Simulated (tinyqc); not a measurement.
RHF in the sto-3g basis, for BH2+, spin multiplicity 1, step by step (part 2 of 2). Computed by tinyqc, a small Python program that keeps every step (integrals from PySCF). Command: `OMP_NUM_THREADS=1 python tinyqc.py 25265 25266 out.jsonl` (the two numbers bound the seeds that draw the settings). One thread of a shared host (Intel(R) Xeon(R) Processor @ 2.60GHz), about 0.06 s of CPU time with the checks.

Geometry (angstrom):
```
atom         x          y         z
B     0.000000   0.000000  0.000000
H     0.000000   1.105000  0.607000
H     0.000000  -1.188000  0.653000
```

## Populations, bond orders and dipole

D after iteration 18, lower triangle:
```
            1B 1s      1B 2s    1B 2px     1B 2py    1B 2pz      2H 1s     3H 1s
1B 1s    2.080433
1B 2s   -0.266326   0.950759
1B 2px   0.000000   0.000000  0.000000
1B 2py   0.003868  -0.027778  0.000000   0.687621
1B 2pz  -0.050699   0.154082  0.000000   0.007069  0.025194
2H 1s   -0.150964   0.396716  0.000000   0.461813  0.072407   0.492530
3H 1s   -0.149304   0.421448  0.000000  -0.469325  0.060727  -0.138528  0.491490
```

overlap S, lower triangle:
```
           1B 1s     1B 2s    1B 2px     1B 2py    1B 2pz     2H 1s     3H 1s
1B 1s   1.000000
1B 2s   0.269328  1.000000
1B 2px  0.000000  0.000000  1.000000
1B 2py  0.000000  0.000000  0.000000   1.000000
1B 2pz  0.000000  0.000000  0.000000   0.000000  1.000000
2H 1s   0.056605  0.439976  0.000000   0.406176  0.223121  1.000000
3H 1s   0.045701  0.394038  0.000000  -0.375454  0.206373  0.072211  1.000000
```

Mulliken: Z minus the diagonal of D S on the atom; Loewdin: the same with S^(1/2) D S^(1/2); Mayer order: 2 sum_s sum (D(s) S)_ij (D(s) S)_ji over the two atoms.

Charges (e):
```
atom  Mulliken   Loewdin
1B    0.681733  0.757338
2H    0.147739  0.108193
3H    0.170527  0.134469
```

Mayer bond orders:
```
pair     order
2-1   0.966623
3-1   0.959370
3-2   0.011550
```

dipole moment about the origin, x y z (debye): 0.000000  -0.140465  -0.268069
